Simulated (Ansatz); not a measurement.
Input (CCSDT(Q)/aug-cc-pVTZ; Ansatz, a program for electronic structure):

Ansatz 0.2 input:
```yaml
crystal:
  periodic: [false, false, false]
  atoms:
    - {symbol: C, position_ang: [-0.00000000, -0.00000000, -0.62581248]}
    - {symbol: N, position_ang: [0.00000000, 0.00000000, 0.53641070]}
basis:
  gaussian:
    orbitals: aug-cc-pVTZ
magnetization: {spin_polarized: true, initial_magnetization: 1}
correlation: {method: ccsdt_q, electrons: outside_noble_gas}
```

Output:

```
Functional definition: HF
integrals: 0.22 GiB planned
1056 factors; integrals over basis functions are off by at most 1.4e-7 eV
mean field: 0.20 GiB planned
mean field evaluation 1: about -2507.7117 eV, gradient 1.8e1 eV
mean field evaluation 2: about -2507.7116 eV, gradient 1.8e1 eV
mean field evaluation 4: about -2509.1721 eV, gradient 2.8e0 eV
mean field evaluation 8: about -2509.5710 eV, gradient 1.3e0 eV
mean field evaluation 16: about -2509.8742 eV, gradient 1.5e-1 eV
mean field evaluation 32: about -2509.5026 eV, gradient 2.4e0 eV
mean field evaluation 64: about -2509.4006 eV, gradient 2.2e0 eV
mean field evaluation 96: about -2509.3596 eV, gradient 1.1e-1 eV
mean field evaluation 128: about -2509.3601 eV, gradient 1.1e-3 eV
mean field evaluation 160: about -2509.3500 eV, gradient 3.9e-1 eV
mean field evaluation 192: about -2509.3604 eV, gradient 9.2e-2 eV
mean field -2509.87488429 eV, -92.2362007435 hartree, gradient 1.1e-6 eV, S^2 1.119943; 7 other end points of the search recorded, 0 dependent functions left out
determinant -2509.87488429 eV, -92.2362007435 hartree, with singles and doubles -2518.43292739 eV, -92.5507030265 hartree
determinant -2509.46833576 eV, -92.2212603605 hartree, with singles and doubles -2517.91535434 eV, -92.5316825676 hartree
determinant -2509.42349410 eV, -92.2196124598 hartree, with singles and doubles -2518.38497843 eV, -92.5489409346 hartree
determinant -2509.36013692 eV, -92.2172841265 hartree, with singles and doubles -2517.39545849 eV, -92.5125767475 hartree
determinant -2509.87488429 eV, -92.2362007435 hartree, with singles and doubles -2518.46456913 eV, -92.5518658388 hartree
determinant -2509.46833576 eV, -92.2212603605 hartree, with singles and doubles -2518.40675061 eV, -92.5497410476 hartree
determinant -2509.42349410 eV, -92.2196124598 hartree, with singles and doubles -2518.45304520 eV, -92.5514423424 hartree
2 core orbitals not correlated
reference -2509.87488429 eV, -92.2362007435 hartree; 5, 4 occupied and 85, 86 virtual orbitals, 1056 factors
second order -7.63947604 eV of doubles, -0.00000000 eV of singles
coupled cluster: 2.18 GiB planned
cycle   1  -7.63875295 eV  change    7.2e-4 eV  update   1.3e-1
cycle   2  -8.33279588 eV  change   -6.9e-1 eV  update   6.9e-2
cycle   3  -9.08273920 eV  change   -7.5e-1 eV  update   5.9e-2
cycle   4  -9.05204253 eV  change    3.1e-2 eV  update   3.1e-2
cycle   5  -9.02925951 eV  change    2.3e-2 eV  update   2.4e-2
cycle   6  -9.13539800 eV  change   -1.1e-1 eV  update   1.3e-2
cycle   7  -9.15977800 eV  change   -2.4e-2 eV  update   9.3e-3
cycle   8  -9.14121092 eV  change    1.9e-2 eV  update   4.3e-3
cycle   9  -9.15574364 eV  change   -1.5e-2 eV  update   2.4e-3
cycle  10  -9.16073308 eV  change   -5.0e-3 eV  update   1.4e-3
cycle  11  -9.15629659 eV  change    4.4e-3 eV  update   9.7e-4
cycle  12  -9.15976106 eV  change   -3.5e-3 eV  update   5.5e-4
cycle  13  -9.15976010 eV  change    9.7e-7 eV  update   2.3e-4
cycle  14  -9.16006193 eV  change   -3.0e-4 eV  update   1.1e-4
cycle  15  -9.16020961 eV  change   -1.5e-4 eV  update   5.7e-5
cycle  16  -9.16014837 eV  change    6.1e-5 eV  update   1.8e-5
cycle  17  -9.16014878 eV  change   -4.1e-7 eV  update   9.5e-6
cycle  18  -9.16013212 eV  change    1.7e-5 eV  update   5.1e-6
cycle  19  -9.16012449 eV  change    7.6e-6 eV  update   3.5e-6
cycle  20  -9.16012667 eV  change   -2.2e-6 eV  update   2.0e-6
cycle  21  -9.16012937 eV  change   -2.7e-6 eV  update   9.1e-7
cycle  22  -9.16013171 eV  change   -2.3e-6 eV  update   4.4e-7
cycle  23  -9.16013262 eV  change   -9.1e-7 eV  update   2.3e-7
coupled cluster: 2.18 GiB planned
perturbative correction -0.06338246 eV, -0.0023292625 hartree
Total energy: -2519.09839938 eV, -92.5751586709 hartree
```

The determinant is spin-contaminated: <S^2> is 1.12, 0.37 over the pure value.
